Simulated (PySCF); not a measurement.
# B₃: from structure and modes to constants

Computed with UPBE0/[B def2-TZVP], no relativity, density fitting, PySCF.

The doublet minimum has D3h symmetry. Masses (u): B 11.00930.

```xyz
3
charge 0 multiplicity 2, angstrom
B     0.4464   -0.7732    0.0000
B    -0.8929    0.0000    0.0000
B     0.4464    0.7732    0.0000
```

Harmonic wavenumbers (cm⁻¹): 948.2 (e', ×2), 1236.0 (a1', ×1).

Problem. Find the principal moments of inertia and the rotational constants. What kind of rotor is it?

Solution. About the centre of mass I = 13.165, 13.165, 26.33 u Å². With B = 16.8576/I this gives 1.28, 1.28, 0.6402 cm⁻¹. The molecule is an oblate symmetric top.

Problem. What is the harmonic zero-point energy?

Solution. Half the sum of all 3 wavenumbers, 3132/2 = 1566 cm⁻¹, which is 18.7 kJ/mol (1 cm⁻¹ = 0.0119627 kJ/mol).

Problem. Find the vibrational entropy and heat capacity at 298.15 K.

Solution. With u = 1.43878 ω/T, each mode gives S = R[u/(eᵘ−1) − ln(1−e⁻ᵘ)] and C = R u² eᵘ/(eᵘ−1)².
```tsv
ω (cm⁻¹)	u	S (J/(mol K))	C (J/(mol K))
948.2 (×2)	4.576	0.48	1.83
1236.0	5.965	0.15	0.76
```
The sums over all modes are S = 1.1 and C = 4.4 J/(mol K); the softest mode gives 43 % of the entropy (each member, where degenerate).

Problem. Give the standard entropy (298.15 K, 1 bar) by its translational, rotational, vibrational and spin parts, and Cp.

Solution. Sackur–Tetrode with M = 33.03 u gives 152.5; rotation with symmetry number 6 gives 68.7; vibration 1.1; spin R ln 2 = 5.8. The total is 228.0 J/(mol K), and Cp = 4 R + 4.4 = 37.7 J/(mol K).

This need not be the most stable arrangement of these atoms.
